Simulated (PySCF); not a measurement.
## Ionisation energy of O by level of theory

O [He] 2s2 2p4 (3P) → O⁺ [He] 2s2 2p3 (4S), as a difference of total energies. Computed with PySCF 2.14 in Sapporo-DZP-2012 (4s3p1d, 18 functions), with the spin-free X2C one-electron Hamiltonian (Gaussian nucleus). Correlated levels: valence: 1s2 frozen. The calculations carry no spin-orbit coupling.

```tsv
method	ionisation energy (eV)
UHF	11.961
M06-L	13.769
MP2 (valence)	12.904
SCS-MP2 (valence)	12.919
CCSD (valence)	12.892
```

Task: Estimate what CCSD(T) (valence) gives.

Result: 12.900 eV, closest to MP2 (valence) among the rows shown.

Task: Estimate what M06-2X gives.

Result: 13.511 eV, closest to M06-L among the rows shown.

Errors of the correlated levels include the incompleteness of this basis and the frozen core.

For comparison: 13.608 eV (measured; NIST levels, between the centres of gravity of the two terms).
